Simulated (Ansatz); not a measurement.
Y2Ge: from a trial structure to a relaxed crystal

Method: DFT PBE, scalar-relativistic, plane waves, PAW in Ansatz 0.2.0. Cutoff 420 eV, Γ-centred k mesh, Gaussian smearing, no spin polarisation in the final step.

Y2Ge was placed on the CaC2 structure type (I4/mmm, No. 139), with Ge in place of Ca, Y in place of C, at a guessed volume.

```xyz
3
Lattice="-2.2523 2.2523 3.6940 2.2523 -2.2523 3.6940 2.2523 2.2523 -3.6940" Properties=species:S:1:pos:R:3 pbc="T T T"
Y     0.0000    0.0000    4.3811
Y     0.0000    0.0000    3.0069
Ge    0.0000    0.0000    0.0000
```

Steps on the 6×6×6 mesh (3 atoms). 12 of 14 steps are shown, and the free energy counts from the last. Trial steps that were taken back and renewals of the plane-wave basis can be among the rows.

```tsv
step	ΔF (meV/atom)	V (Å³/atom)	P (GPa)	largest force component (eV/Å)
1	17514.6	24.98	175.17	185.477
2	3807.0	25.35	45.74	40.679
3	2097.7	25.50	24.28	22.962
5	290.2	22.62	8.36	3.816
6	139.2	22.47	6.82	1.991
7	50.5	22.89	3.77	0.515
8	26.9	23.67	1.21	0.250
9	24.6	24.08	0.02	0.192
10	23.1	24.16	-0.20	0.019
12	1.3	24.51	0.05	0.006
13	0.0	24.65	-0.03	0.011
14	0.0	24.65	-0.03	0.011
```

A final relaxation ran on a 16×16×16 mesh. The relaxed crystal, I4/mmm (No. 139):

```cif
data_structure
_symmetry_space_group_name_H-M 'I4/mmm'
_symmetry_Int_Tables_number 139
_cell_length_a 3.8792
_cell_length_b 3.8792
_cell_length_c 9.8706
_cell_angle_alpha 90.000
_cell_angle_beta 90.000
_cell_angle_gamma 90.000
_cell_volume 148.54
loop_
_atom_site_label
_atom_site_type_symbol
_atom_site_symmetry_multiplicity
_atom_site_Wyckoff_symbol
_atom_site_fract_x
_atom_site_fract_y
_atom_site_fract_z
_atom_site_occupancy
Y1 Y 4 e 0.50000 0.50000 0.14938 1
Ge1 Ge 2 a 0.00000 0.00000 0.00000 1
```

| Quantity | Value |
| --- | --- |
| Volume per atom | 24.76 Å³ |
| Density | 5.60 g/cm³ |
| Energy over the elements | -0.40 eV/atom |
| Gap on the 16×16×16 mesh | 0 eV (a metal) |

Energies over the elements count from the elements' standard structures at the same level, with no empirical corrections.

The final run used a 16×16×16 mesh on its 3-atom cell and 0.10 eV smearing. The k mesh leaves about 4 meV/atom of noise in metals.

A structure relaxed within its symmetry needn't be a true minimum.

Cost: 3 runs of about 2 core-minutes in all, on Intel Xeon 6975P-C (Granite Rapids) (shared hosts).